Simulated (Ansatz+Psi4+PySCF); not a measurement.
Results of a calculation; reference values are marked as such.
```xyz
5

C     0.0000    0.0000   -1.1214
Cl    0.0000    0.0000    0.6560
H     0.0000    1.0293   -1.4743
H     0.8914   -0.5147   -1.4743
H    -0.8914   -0.5147   -1.4743
```

Basis set: cc-pVTZ on H, C; cc-pV(T+d)Z on Cl (spherical functions). Frozen core: 6 orbitals. Charge 0, multiplicity 1.

Starred EOM-CCSD(T)(a) on the restricted Hartree–Fock determinant with PySCF 2.14.0; the energies are vertical.

The solver was asked for the few lowest roots only. Give the ionization energies of singlet CH₃Cl among them whose weight of singles is over 0.7.

| root | energy (eV) | weight of singles |
| --- | --- | --- |
| 1 | 11.25 | 0.96 |
| 2 | 11.25 | 0.96 |
| 3 | 14.37 | 0.96 |

Higher main lines weren't sought.
